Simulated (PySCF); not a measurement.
Core-level binding energies of `CNC1CC1`

C4H9N.
Numbering: `[CH3:1][NH:2][CH:3]1[CH2:4][CH2:5]1`

The calculation used delta-SCF UKS SCAN, pcX-2 on the ionised atom, pcseg-1 elsewhere, spin-free X2C in PySCF 2.14.0. Vertical ΔSCF values, vacuum level as zero.

Q: What binding energy does each computed site have?

A: 
| atom(s) | bonded to | level | binding energy (eV) | above the level's lowest (eV) | count |
| --- | --- | --- | --- | --- | --- |
| C4/C5 | 2 C and 2 H | C 1s | 290.39 | 0.00 | 2 |
| C3 | N, 2 C and H | C 1s | 291.17 | +0.78 | 1 |
| C1 | N and 3 H | C 1s | 291.29 | +0.90 | 1 |
| N2 | 2 C and H | N 1s | 404.77 | 0.00 | 1 |

The listed C 1s values span 0.90 eV, from C4/C5 (bonded to 2 C and 2 H) to C1 (bonded to N and 3 H). Summing the Pauling electronegativity differences to the bonded atoms, each weighted by its formal bond order, gives -0.70 for the lowest site and -0.56 for the highest; the largest sum, +0.14, belongs to C3, 0.12 eV below the top.

Q: Which effective nuclear charge Zeff reproduces each element's mean 1s value in the hydrogen-like formula E = 13.606 eV × Zeff²?

A: C (Z = 6): mean 290.8 eV, Zeff = 4.62, Z − Zeff = 1.38; N (Z = 7): mean 404.8 eV, Zeff = 5.45, Z − Zeff = 1.55. Means run over the listed sites, weighted by atom count.

Topologically equivalent atoms share the value of their first member; where this conformer doesn't relate them by symmetry, their own values could differ. Geometry: PBE0-D3(BJ)/def2-SVP, one conformer, isolated molecule.

Shape of the structure used: `[CH3:1][NH:2][CH:3]1[CH2:4][CH2:5]1`: C1–N2–C3–C4 -87°.
